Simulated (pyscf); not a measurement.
H₃C–CH₃ + H₂N–ZnH → H₃C–CH₂–ZnH + NH₃, a four-centre exchange (singlet surface; C–H, N–Zn broken, C–Zn, H–N formed). PySCF, gas phase, ωB97X-D3(BJ)/def2-SVP geometries. Energies in kcal/mol from the separated reactants.

Small-basis levels: PySCF, no dispersion term, spherical d functions. 

Task: In single points BP86/6-31G*+LANL2DZ puts the saddle at 29.4 kcal/mol and the reaction energy at +14.8 kcal/mol. Should these be trusted to within a few kcal/mol? Compare with ωB97M-D3(BJ)/def2-TZVP.

Result: ωB97M-D3(BJ)/def2-TZVP gives ΔE‡ = 38.3 kcal/mol and ΔE = +12.3 kcal/mol. BP86/6-31G*+LANL2DZ lies 8.9 kcal/mol under it in the barrier and 2.4 kcal/mol over it in the reaction energy, so on this step it does not hold to within 3.0 kcal/mol. ωB97M-D3(BJ)/def2-TZVP has limits of its own. On the product side the descent ends in an adduct with a N–Zn contact (not fully relaxed), 12.4 kcal/mol under the separated species and 37.4 kcal/mol under the saddle at ωB97X-D3(BJ)/def2-TZVP. What is counted as broken (N–Zn) persists as a longer contact in the product adduct; parting that adduct is a step of its own. This is the saddle that the search found; another between the same sides may lie lower. In the def2 sets elements up to Kr have no core potential.
